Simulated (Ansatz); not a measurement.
**SiH₃ (doublet): the correlation ladder at distance H1–H2 along a hydrogen transfer = 0.745 Å, 6-31G**

Aim: climb from Hartree-Fock through coupled cluster and multireference methods for SiH₃ (doublet) at one geometry and basis, and see what each rung misses.

Method: 6-31G, core rule «outside noble gas», up to 5 orbitals frozen; program: Ansatz 0.2.0, Gaussian basis.

Plan: UHF; CCSD(T) on ROHF; CCSD(T) on UHF; BCCD(T) on ROHF; CISD; CCSDT(Q) on ROHF; CCSDT(Q) on UHF; CISDTQ; CCSDTQ on ROHF; CCSDTQ on UHF; CASSCF and MRCISD+Q, 3 electrons in 3 orbitals; CASSCF and NEVPT2, 3 electrons in 3 orbitals; CASSCF and MRCISD+Q, 7 electrons in 7 orbitals; CASSCF and NEVPT2, 7 electrons in 7 orbitals; Full CI.

7 further runs of the same task are left out: 1 for a mislabelled method, 6 that didn't finish.

### 1 The system

The geometry derives from fragments relaxed apart (PBE0/def2-TZVP) and kept rigid, so it is no stationary point. A hydrogen atom is moved between rigid fragments.

4 atoms, charge 0, spin multiplicity 2.

Atoms are counted from 1 here; the program's logs count them from 0.

Bond lengths: H1–H2 0.745 Å, Si3–H4 1.532 Å.

As a file:

```xyz
4
H3Si
H    -2.3974    0.0479    0.0000
H    -1.6524    0.0479    0.0000
Si    0.1266    0.0479    0.0000
H     0.5230   -1.4316    0.0000
```

### 2 UHF

The input, in.yaml:

```yaml
crystal:
  periodic: [false, false, false]
  atoms:
    - {symbol: H, position_ang: [-2.397428, 0.047936, 0.000000]}
    - {symbol: H, position_ang: [-1.652428, 0.047936, 0.000000]}
    - {symbol: Si, position_ang: [0.126572, 0.047936, 0.000000]}
    - {symbol: H, position_ang: [0.523007, -1.431577, 0.000000]}
basis:
  gaussian: {orbitals: 6-31G}
magnetization: {spin_polarized: true, initial_magnetization: 1}
hamiltonian: {xc: hf}
output: {orbitals: {seedname: orbitals}}
```

Launch:

```sh
ansatz run in.yaml --threads 1 --pin off --events-out ev --progress --plain --max-ram 2393MiB
```

After this run come: CCSD(T) on ROHF; CCSD(T) on UHF; BCCD(T) on ROHF; CISD; CCSDT(Q) on ROHF; CCSDT(Q) on UHF; CISDTQ; CCSDTQ on ROHF; CCSDTQ on UHF; CASSCF and MRCISD+Q, 3 electrons in 3 orbitals; CASSCF and NEVPT2, 3 electrons in 3 orbitals; CASSCF and MRCISD+Q, 7 electrons in 7 orbitals; CASSCF and NEVPT2, 7 electrons in 7 orbitals; Full CI.

**Question.** What will the summary of the whole plan be? Wanted: FCI below the RHF energy; RMP2 from FCI; UMP2 from FCI; RCCSD from FCI; RCCSD(T) from FCI; UCCSD(T) from FCI; RCCSDT(Q) from FCI; UCCSDT(Q) from FCI; NEVPT2 valence from FCI.

**Answer**, as computed:

```
                         quantity                                                                                                                                        value
         FCI below the RHF energy                                                                                                                                   -2.0360 eV
                    RMP2 from FCI                                                                                                                                 +60.7 kJ/mol
                    UMP2 from FCI                                                                                                                                 +60.2 kJ/mol
                   RCCSD from FCI                                                                                                                                  +2.5 kJ/mol
                RCCSD(T) from FCI                                                                                                                                  +0.8 kJ/mol
                UCCSD(T) from FCI                                                                                                                                  +0.8 kJ/mol
               RCCSDT(Q) from FCI                                                                                                                                   0.0 kJ/mol
               UCCSDT(Q) from FCI                                                                                                                                   0.0 kJ/mol
          NEVPT2 valence from FCI                                                                                                                                 +20.3 kJ/mol
        MRCISD+Q valence from FCI                                                                                                                                  +1.1 kJ/mol
levels within 1 kcal/mol (43 meV)  RCCSD, UCCSD, RCCSD(T), UCCSD(T), BCCD(T), RCCSDT, UCCSDT, CISDTQ, RCCSDT(Q), UCCSDT(Q), RCCSDTQ, UCCSDTQ, MRCISD valence, MRCISD+Q valence
                    T1 diagnostic                                                                                                                                        0.015
   effectively unpaired electrons                                                                                                                                         1.04
```

What this shows: RCCSD(T) lands +0.8 kJ/mol from the yardstick (0.4 % of the correlation energy). One determinant dominates. Of the multireference levels listed MRCISD+Q valence comes nearest in total energy (+1.1 kJ/mol), which doesn't show that its space is the better one. These misses are within one basis, not against nature; the frozen cores of restricted and unrestricted runs differ, which can shift their rows.
